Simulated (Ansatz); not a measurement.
Geometry optimisation, Ansatz 0.2.0, RKS r2SCAN-D4/def2-SVPD.

input.yaml

```yaml
crystal:
  periodic: [false, false, false]
  atoms:
    - { symbol: C, position_ang: [-0.7921, -0.2518, 0.5781] }
    - { symbol: "N", position_ang: [0.2149, 0.7555, 0.298] }
    - { symbol: C, position_ang: [0.9944, 0.3777, -0.6394] }
    - { symbol: F, position_ang: [0.9485, -0.785, -1.2555] }
    - { symbol: F, position_ang: [2.0472, 1.1632, -0.9862] }
    - { symbol: H, position_ang: [-1.4869, 0.1984, 1.3579] }
    - { symbol: H, position_ang: [-0.4067, -1.161, 0.916] }
    - { symbol: H, position_ang: [-1.4272, -0.3541, -0.3247] }
basis:
  gaussian: { orbitals: def2-SVPD }
hamiltonian:
  xc: r2scan
  dispersion: d4
relax:
  f_tol: 0.015
  max_steps: 40
```

Launched with:

```bash
$ ansatz run input.yaml --threads 2 --pin off --max-ram 3072MiB --backend cpu --events-out ev --progress --plain --runs-dir out
```

Question: Where does it end, and by what steps?

Answer: The run converged. After 19 steps the energy has fallen by 0.375 eV; F4 moved furthest, 0.78 Å.

```tsv
step	energy less start (eV)	largest force component (eV/Å)	accepted
0	0.0000	3.173	yes
1	-0.2132	1.959	yes
2	-0.2857	0.962	yes
3	-0.3364	0.469	yes
4	-0.3438	0.187	yes
5	-0.3476	0.098	yes
6	-0.3497	0.135	yes
7	-0.3484	0.580	no
8	-0.3556	0.113	yes
9	-0.3589	0.245	yes
10	-0.3681	0.084	yes
11	-0.3636	0.435	no
12	-0.3708	0.080	yes
13	-0.3737	0.166	yes
14	-0.3711	0.216	no
15	-0.3747	0.078	yes
16	-0.3750	0.044	yes
17	-0.3750	0.040	no
18	-0.3751	0.015	yes
19	-0.3751	0.000	yes
```

```xyz
8
Properties=species:S:1:pos:R:3
C -0.918 -0.206 0.499
N 0.013 0.743 -0.066
C 1.071 0.377 -0.596
F 1.531 -0.869 -0.740
F 1.951 1.201 -1.124
H -1.071 0.040 1.559
H -0.595 -1.256 0.415
H -1.889 -0.088 -0.002
```

Run time: 120 s on 2 threads of Arm Neoverse N1 (shared host), peak memory 0.17 GiB.
